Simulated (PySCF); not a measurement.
One molecule, many functionals

C5H8.
SMILES with atom numbers: `[CH2:1]=[C:2]1[CH2:3][CH2:4][CH2:5]1` (hydrogens: H6, H7 on C1; H8, H9 on C3; H10, H11 on C4; H12, H13 on C5)

Cartesian coordinates in Å at the PBE0-D3(BJ)/def2-SVP level; atoms count from 1:
```
atom  x, y, z in Å
C1     1.8499    0.7446   -0.1513
C2     0.6124    0.2581   -0.1482
C3    -0.7577    0.8714    0.0511
C4    -1.2981   -0.5503    0.3394
C5     0.0323   -1.1399   -0.1886
H6     2.7180    0.0870   -0.2535
H7     2.0380    1.8171   -0.0467
H8    -0.8553    1.6278    0.8455
H9    -1.1647    1.2990   -0.8806
H10   -1.4377   -0.7335    1.4144
H11   -2.2156   -0.8479   -0.1882
H12   -0.0544   -1.5275   -1.2176
H13    0.5328   -1.9060    0.4240
```

Linear-response calculations in the def2-SVPD basis (PySCF; singlets by full response, triplets Tamm–Dancoff, core orbitals frozen in the response; HF means time-dependent Hartree–Fock). 'Strongest' is the level of largest summed f among the singlets computed (10 roots, of which the last may lack a degenerate partner); it can jump between rows when another state enters that window. S1 is the lowest singlet of each run and needn't be the same state throughout; f(S1) is that of one state. Isolated species at its PBE0-D3(BJ)/def2-SVP geometry (one conformer only).

| functional | kind | S1 (eV) | f(S1) | strongest (eV) | T1 (eV) | HOMO (eV) | gap (eV) | ionisation energy, ΔSCF (eV) |
| --- | --- | --- | --- | --- | --- | --- | --- | --- |
| LDA | LDA | 6.18 | 0.044 | 6.31 | 4.43 | -6.02 | 5.06 | 9.20 |
| PBE | GGA | 6.13 | 0.023 | 6.34 | 4.22 | -5.90 | 5.11 | 9.03 |
| B3LYP | global hybrid, 20% exact exchange | 6.49 | 0.030 | 6.62 | 4.22 | -6.81 | 6.76 | 9.16 |
| PBE0 | global hybrid, 25% exact exchange | 6.72 | 0.195 | 6.72 | 4.14 | -7.01 | 7.21 | 9.11 |
| BHandHLYP | global hybrid, 50% exact exchange | 6.93 | 0.336 | 6.93 | 4.09 | -8.00 | 9.20 | 9.00 |
| CAM-B3LYP | range-separated hybrid | 6.85 | 0.239 | 6.85 | 4.19 | -8.35 | 9.62 | 9.22 |
| wB97X-D | range-separated hybrid | 6.91 | 0.367 | 6.91 | 4.32 | -8.86 | 10.88 | 9.16 |
| LC-wPBE | range-separated hybrid | 7.12 | 0.398 | 7.12 | 4.08 | -9.72 | 12.17 | 9.27 |
| HF | Hartree–Fock | 7.16 | 0.495 | 7.16 | 3.62 | -9.45 | 12.28 | not settled |

S1 runs from 6.13 eV (PBE) to 7.16 eV (HF), a spread of 1.03 eV, while the orbital gap spreads over 7.2 eV. Along PBE (0%), B3LYP (20%), PBE0 (25%), BHandHLYP (50%), HF (100%) S1 rises with the share of exact exchange. −ε(HOMO) comes closest to its own ΔSCF ionisation energy with wB97X-D (-0.29 eV) and misses most with LDA (-3.18 eV). 'Not settled' means that the ion's SCF failed to converge or may have ended in another state than the lowest.
